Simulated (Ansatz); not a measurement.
PH⁺, doublet in cc-pVTZ: errors against full CI

Geometry: a point of a stretch scan, not a stationary point.

```xyz
2

P     0.0000    0.0000    0.0000
H     0.0000    0.0000    2.3180
```

Basis cc-pVTZ; Ansatz 0.2.0. Correlated methods freeze the noble-gas cores, which leaves 5 electrons in 43 orbitals. R marks a restricted (for open shells ROHF) determinant, U an unrestricted one. Active spaces: pair = (3e, 3o) about the gap; valence = (5e, 5o) chosen from the atoms' valence shells.

Full CI is exact within this basis and frozen core; it isn't the basis-set limit. The frozen core follows each run's orbitals, which can shift R against U totals by a few meV.

Unrestricted rows (U) aren't spin-pure: their determinants' ⟨S²⟩ exceeds S(S+1) by up to 0.73, so they mix in states of higher spin. For open shells CISD is restricted-active-space CI with the open shells as a complete middle space.

```
UHF ⟨S²⟩                            : 1.608
⟨S²⟩ of the determinant under UCCSD : 1.482
T1 diagnostic (RCCSD)               : 0.0440
largest doubles amplitude (RCCSD)   : 0.284
T1 diagnostic (UCCSD)               : 0.0942
```

| level | E − E(full CI) (kJ/mol) | share of correlation (%) | wall time |
| --- | --- | --- | --- |
| RHF | 401.6 | 0.00 | – |
| RMP2 | 118.9 | 70.39 | – |
| UMP2 | 114.0 | 71.62 | – |
| CISD | 40.2 | 89.98 | 0.72 s |
| RCCSD | 21.8 | 94.58 | – |
| UCCSD | 23.5 | 94.16 | – |
| RCCSD(T) | 4.8 | 98.80 | 2.9 s |
| UCCSD(T) | 9.0 | 97.76 | 7.5 s |
| BCCD(T) | 5.0 | 98.74 | 2.2 s |
| RCCSDT | 0.9 | 99.78 | – |
| UCCSDT | 0.9 | 99.78 | – |
| RCCSDT(Q) | 0.1 | 99.98 | 13 s |
| UCCSDT(Q) | 0.1 | 99.99 | 19 s |
| CASSCF (pair space) | 259.2 | 35.46 | – |
| NEVPT2 (pair space) | 62.2 | 84.52 | 0.78 s |
| CASSCF (valence space) | 212.5 | 47.08 | – |
| NEVPT2 (valence space) | 55.4 | 86.20 | 0.42 s |
| MRCISD (valence space) | 11.9 | 97.03 | – |
| MRCISD+Q (valence space) | 1.7 | 99.57 | 0.78 s |

The correlation energy at full CI, counted from RHF, is -4.162 eV. That run took 46 s on 1 thread of Arm Neoverse V1, shared host over 2,785,730 determinants.

Run but not shown, since their state, orbitals or frozen core can't be matched to the reference's or they repeat it: UHF.

Times hold each run's SCF and search for its determinant on a shared host, so for small cases they say little of a method's own cost; they ran on 1 thread of Arm Neoverse V1. Some runs computed forces too.

The full-CI state has the irrep B1 of C2v, in the program's axes (one component, if the state is degenerate).

Natural occupations of full CI about the gap: 1.921 1.741 0.984 0.233 0.047 0.015 0.014 0.011 0.010 0.007; effectively unpaired electrons, Σ n²(2−n)², 1.41.
